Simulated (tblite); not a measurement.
Triphosphine, P₃H₅.
Structure used (GFN2-xTB), in Å, numbered top down from 1:
```
atom  x, y, z in Å
P1     1.656    0.033   -0.525
P2    -0.018   -0.309    0.811
P3    -1.584   -0.169   -0.683
H4     1.590    1.420   -0.388
H5     2.590   -0.076    0.502
H6     0.073   -1.701    0.712
H7    -1.707    1.214   -0.546
H8    -2.592   -0.403    0.249
```

Method: GFN2-xTB as coded in tblite; computed harmonic values from a numerical Hessian at the method's own geometry, unscaled. The method is semi-empirical: single wavenumbers can be off by several per cent or more. Modes of hydrogen on phosphorus can be 10 to 20 % off. One conformer, not necessarily the lowest.

Harmonic wavenumbers (cm⁻¹): 112.9, 114.3, 152.6, 481.9, 501.0, 621.2, 630.9, 723.8, 803.6, 866.1, 870.8, 1106.3, 1116.6, 2227.1, 2241.3, 2263.3, 2311.5, 2320.2.

A = 9946, B = 2684, C = 2217 MHz; mass 97.960 u (most abundant isotopes); point group Cs, symmetry number 1.

Q: Zero-point energy?

A: ½Σν̃ = 9733 cm⁻¹ = 116.43 kJ/mol.

Q: Give the ideal-gas entropy at 500 K and 1 bar in the rigid-rotor, harmonic-oscillator model (classical rotation).

A: Translation 176.78, rotation 115.65, vibration 86.74: S = 379.2 J/(mol K).

Q: And Cp and H(500 K) − H(0)?

A: Cp = 116.36 J/(mol K), of which vibrations give 83.10 (their classical limit is 18 R = 149.7); H(500 K) − H(0) = 39.19 kJ/mol without the zero-point energy, 22.56 from vibrations.

Q: Which modes carry the vibrational entropy at 500 K?

A: 112.9 cm⁻¹: 17.70; 114.3 cm⁻¹: 17.60; 152.6 cm⁻¹: 15.22; 481.9 cm⁻¹: 6.23; 501.0 cm⁻¹: 5.96; 621.2 cm⁻¹: 4.51 J/(mol K); the other 12 give 19.52 together.

Q: What must be added to the electronic energy to get the Gibbs energy at 500 K and 1 bar?

A: ZPE + [H(500 K) − H(0)] − T·S = 116.43 + 39.19 − 189.58 = -33.96 kJ/mol.

Q: How do the functions run with temperature in this model?

A: 
| T (K) | S (J/(mol K)) | Cp (J/(mol K)) | H − H(0) (kJ/mol) | G − H(0) (kJ/mol) | ln q(vib) |
| --- | --- | --- | --- | --- | --- |
| 100 | 252.5 | 53.2 | 4.23 | -21.02 | 0.55 |
| 200 | 294.4 | 70.5 | 10.36 | -48.51 | 1.67 |
| 300 | 326.6 | 89.4 | 18.38 | -79.60 | 2.79 |
| 800 | 439.6 | 140.6 | 78.05 | -273.64 | 8.09 |
| 1000 | 472.2 | 151.1 | 107.28 | -364.90 | 9.94 |

q(vib) and H(0) count from the zero-point level.

Q: Blend soft modes into free rotors: weight 1/[1 + (100 cm⁻¹/ν̃)⁴] for the oscillator and the rest for a rotor with moment μB/(μ + B), μ = h/(8π²ν), B = 10⁻⁴⁴ kg m². What vibrational entropy results?

A: 83.24 J/(mol K) in place of 86.74, which changes −T·S at 500 K by +1.75 kJ/mol.

Hindered rotation and anharmonicity are outside this model. Other conformers, if any are populated, would add a mixing term that is left out.

Time: 0.14 s wall. Hardware: one thread, Arm Neoverse V1 (aarch64) (shared host). The figure is for the frequency step alone.
